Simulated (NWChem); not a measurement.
Everything below was run with NWChem. System: ethane (C₂H₆), charge 0, spin multiplicity 1, at a geometry optimised with PBE/def2-SVP. Level: LDA (SVWN5)/def2-TZVP.

Output (cleaned and shortened):

```
             Northwest Computational Chemistry Package (NWChem) 7.3.0
             --------------------------------------------------------

                                NWChem Input Module
                                -------------------

 Scaling coordinates for geometry "geometry" by  1.889725989
 (inverse scale =  0.529177249)

 Turning off AUTOSYM since
 SYMMETRY directive was detected!

                             Geometry "geometry" -> ""
                             -------------------------

 Output coordinates in angstroms (scale by  1.889725989 to convert to a.u.)

  No.       Tag          Charge          X              Y              Z
 ---- ---------------- ---------- -------------- -------------- --------------
    1 C                    6.0000     0.76276700     0.04461000     0.00000000
    2 C                    6.0000    -0.76276700    -0.04461000     0.00000000
    3 H                    1.0000     1.14210900     0.58321600     0.89291700
    4 H                    1.0000     1.14210900     0.58321600    -0.89291700
    5 H                    1.0000     1.23245600    -0.96073000     0.00000000
    6 H                    1.0000    -1.14210900    -0.58321600     0.89291700
    7 H                    1.0000    -1.14210900    -0.58321600    -0.89291700
    8 H                    1.0000    -1.23245600     0.96073000     0.00000000

 Effective nuclear repulsion energy (a.u.)      41.8353715753

            Nuclear Dipole moment (a.u.)
            ----------------------------
        X                 Y               Z
 ---------------- ---------------- ----------------
    -0.0000000000     0.0000000000     0.0000000000

      Symmetry information
      --------------------

 Group name             C2h
 Group number             21
 Group order               4
 No. of unique centers     3

      Symmetry unique atoms

     1    3    5


 Summary of "ao basis" -> "" (spherical)
 ------------------------------------------------------------------------------
       Tag                 Description            Shells   Functions and Types
 ---------------- ------------------------------  ------  ---------------------
 *                         def2-tzvp                  on all atoms

                                 NWChem DFT Module
                                 -----------------

 Summary of "ao basis" -> "ao basis" (spherical)
 ------------------------------------------------------------------------------
       Tag                 Description            Shells   Functions and Types
 ---------------- ------------------------------  ------  ---------------------
 C                         def2-tzvp                11       31   5s3p2d1f
 H                         def2-tzvp                 4        6   3s1p

 Summary of "ao basis" -> "ao basis" (spherical)
 ------------------------------------------------------------------------------
       Tag                 Description            Shells   Functions and Types
 ---------------- ------------------------------  ------  ---------------------
 C                         def2-tzvp                11       31   5s3p2d1f
 H                         def2-tzvp                 4        6   3s1p

      Symmetry analysis of basis
      --------------------------

        ag         32
        au         17
        bg         17
        bu         32

            General Information
            -------------------
          SCF calculation type: DFT
          Wavefunction type:  closed shell.
          No. of atoms     :     8
          No. of electrons :    18
           Alpha electrons :     9
            Beta electrons :     9
          Charge           :     0
          Spin multiplicity:     1
          Use of symmetry is: on ; symmetry adaption is: on
          Maximum number of iterations: 100
          AO basis - number of functions:    98
                     number of shells:    46
          Convergence on energy requested:  1.00D-06
          Convergence on density requested:  1.00D-05
          Convergence on gradient requested:  5.00D-04

              XC Information
              --------------
                        Slater Exchange Functional  1.000 local
[...]
      Symmetry analysis of molecular orbitals - initial
      -------------------------------------------------

  Numbering of irreducible representations:

     1 ag          2 au          3 bg          4 bu

  Orbital symmetries:

     1 ag          2 bu          3 ag          4 bu          5 au
     6 bu          7 ag          8 bg          9 ag         10 ag
    11 bu         12 bu         13 au         14 ag         15 bg
    16 bu         17 ag         18 bg         19 ag

------------------------------------------------------------
EAF file 0: "./mol.aoints.0" size=524288 bytes
------------------------------------------------------------
               write      read    awrite     aread      wait
               -----      ----    ------     -----      ----
     calls:        1         0         0         0         0
   data(b): 5.24e+05  0.00e+00  0.00e+00  0.00e+00
   time(s): 0.00e+00  0.00e+00  0.00e+00  0.00e+00  0.00e+00
rate(mb/s): 0.00e+00  0.00e+00
------------------------------------------------------------

   convergence    iter        energy       DeltaE   RMS-Dens  Diis-err    time
 ---------------- ----- ----------------- --------- --------- ---------  ------
 d= 0,ls=0.0,diis     1    -79.0460709854 -1.21D+02  5.47D-03  5.99D-01     0.9
 d= 0,ls=0.0,diis     2    -79.0675696084 -2.15D-02  7.99D-04  9.48D-03     1.1
 d= 0,ls=0.0,diis     3    -79.0670669777  5.03D-04  4.69D-04  9.71D-03     1.2
 d= 0,ls=0.0,diis     4    -79.0682730426 -1.21D-03  7.28D-05  1.58D-04     1.3
 d= 0,ls=0.0,diis     5    -79.0682925626 -1.95D-05  1.49D-05  7.20D-06     1.5
 d= 0,ls=0.0,diis     6    -79.0682934794 -9.17D-07  3.69D-07  1.93D-09     1.6

         Total DFT energy =      -79.068293479440
      One electron energy =     -188.523955397495
           Coulomb energy =       79.824949136476
    Exchange-Corr. energy =      -12.204658793711
 Nuclear repulsion energy =       41.835371575290

 Numeric. integr. density =       18.000001624398

     Total iterative time =      1.3s

                  Occupations of the irreducible representations
                  ----------------------------------------------

                     irrep           alpha         beta
                     --------     --------     --------
                     ag                4.0          4.0
                     au                1.0          1.0
                     bg                1.0          1.0
                     bu                3.0          3.0

                       DFT Final Molecular Orbital Analysis
                       ------------------------------------

 Vector    7  Occ=2.000000D+00  E=-3.318163D-01  Symmetry=ag
              MO Center= -2.5D-15, -1.6D-16, -7.3D-18, r^2= 1.8D+00
   Bfn.  Coefficient  Atom+Function         Bfn.  Coefficient  Atom+Function
  ----- ------------  ---------------      ----- ------------  ---------------
     6      0.307076  1 C  px                37     -0.307076  2 C  px
     9      0.225234  1 C  px                40     -0.225234  2 C  px
    12      0.114729  1 C  px                43     -0.114729  2 C  px
    64      0.074240  3 H  s                 70      0.074240  4 H  s
    76      0.074271  5 H  s                 82      0.074240  6 H  s

 Vector    8  Occ=2.000000D+00  E=-2.962054D-01  Symmetry=ag
              MO Center=  2.7D-15,  3.7D-15, -2.7D-15, r^2= 2.5D+00
   Bfn.  Coefficient  Atom+Function         Bfn.  Coefficient  Atom+Function
  ----- ------------  ---------------      ----- ------------  ---------------
     7      0.234389  1 C  py                38     -0.234389  2 C  py
    76     -0.192398  5 H  s                 94     -0.192398  8 H  s
    10      0.161613  1 C  py                41     -0.161613  2 C  py
    75     -0.126735  5 H  s                 93     -0.126735  8 H  s
    13      0.114771  1 C  py                44     -0.114771  2 C  py

 Vector    9  Occ=2.000000D+00  E=-2.962047D-01  Symmetry=bg
              MO Center=  5.3D-17,  7.3D-17,  5.4D-15, r^2= 2.5D+00
   Bfn.  Coefficient  Atom+Function         Bfn.  Coefficient  Atom+Function
  ----- ------------  ---------------      ----- ------------  ---------------
     8      0.234790  1 C  pz                39     -0.234790  2 C  pz
    64      0.166631  3 H  s                 70     -0.166631  4 H  s
    82     -0.166631  6 H  s                 88      0.166631  7 H  s
    11      0.161886  1 C  pz                42     -0.161886  2 C  pz
    14      0.114967  1 C  pz                45     -0.114967  2 C  pz

 Vector   10  Occ=0.000000D+00  E= 1.887682D-02  Symmetry=ag
              MO Center= -3.3D-15,  1.3D-15,  1.4D-16, r^2= 6.3D+00
   Bfn.  Coefficient  Atom+Function         Bfn.  Coefficient  Atom+Function
  ----- ------------  ---------------      ----- ------------  ---------------
     5      2.507321  1 C  s                 36      2.507321  2 C  s
    65     -1.181707  3 H  s                 71     -1.181707  4 H  s
    77     -1.181691  5 H  s                 83     -1.181707  6 H  s
    89     -1.181707  7 H  s                 95     -1.181691  8 H  s
    12      0.583657  1 C  px                43     -0.583657  2 C  px

 Vector   11  Occ=0.000000D+00  E= 5.795648D-02  Symmetry=bu
              MO Center= -7.2D-15, -1.2D-15,  8.0D-17, r^2= 7.4D+00
   Bfn.  Coefficient  Atom+Function         Bfn.  Coefficient  Atom+Function
  ----- ------------  ---------------      ----- ------------  ---------------
     5      5.309852  1 C  s                 36     -5.309852  2 C  s
    65     -1.185912  3 H  s                 71     -1.185912  4 H  s
    77     -1.186040  5 H  s                 83      1.185912  6 H  s
    89      1.185912  7 H  s                 95      1.186040  8 H  s
    12     -1.088723  1 C  px                43     -1.088723  2 C  px

 Vector   12  Occ=0.000000D+00  E= 8.255385D-02  Symmetry=bu
              MO Center= -7.4D-14,  4.2D-14,  2.0D-14, r^2= 6.2D+00
   Bfn.  Coefficient  Atom+Function         Bfn.  Coefficient  Atom+Function
  ----- ------------  ---------------      ----- ------------  ---------------
    77      1.662397  5 H  s                 95     -1.662397  8 H  s
    65     -0.831374  3 H  s                 71     -0.831374  4 H  s
    83      0.831374  6 H  s                 89      0.831374  7 H  s
    13      0.736889  1 C  py                44      0.736889  2 C  py
     7      0.200199  1 C  py                38      0.200199  2 C  py

 center of mass
 --------------
 x =   0.00000000 y =   0.00000000 z =   0.00000000

 moments of inertia (a.u.)
 ------------------
          23.188988616599          -3.982583901904           0.000000000000
          -3.982583901904          91.054389368667           0.000000000000
           0.000000000000           0.000000000000          91.287443920798

     Multipole analysis of the density
     ---------------------------------

     L   x y z        total         alpha         beta         nuclear
     -   - - -        -----         -----         ----         -------
     0   0 0 0     -0.000000     -9.000000     -9.000000     18.000000

     1   1 0 0     -0.000000     -0.000000     -0.000000     -0.000000
     1   0 1 0      0.000000      0.000000      0.000000      0.000000
     1   0 0 1     -0.000000     -0.000000     -0.000000      0.000000

     2   2 0 0    -11.769988    -33.091700    -33.091700     54.413412
     2   1 1 0     -0.028692     -1.272422     -1.272422      2.516152
     2   1 0 1      0.000000      0.000000      0.000000      0.000000
     2   0 2 0    -11.282449    -11.409294    -11.409294     11.536139
     2   0 1 1      0.000000      0.000000      0.000000      0.000000
     2   0 0 2    -11.280790    -11.334820    -11.334820     11.388849

 Task  times  cpu:        1.6s     wall:        1.6s

 Total times  cpu:        1.6s     wall:        1.6s
```

**Question.** Write an NWChem input that would produce this output.

**Answer.** Several could match; the one computed here: 
```
start mol
memory heap 200 mb stack 900 mb global 1100 mb
geometry units angstroms nocenter noautoz
  C      0.762767     0.044610     0.000000
  C     -0.762767    -0.044610     0.000000
  H      1.142109     0.583216     0.892917
  H      1.142109     0.583216    -0.892917
  H      1.232456    -0.960730     0.000000
  H     -1.142109    -0.583216     0.892917
  H     -1.142109    -0.583216    -0.892917
  H     -1.232456     0.960730     0.000000
  symmetry group C2h
end
basis spherical
  * library def2-tzvp
end
dft
  xc slater vwn_5
  semidirect memsize 60000000 filesize 0
  iterations 100
end
task dft energy
```
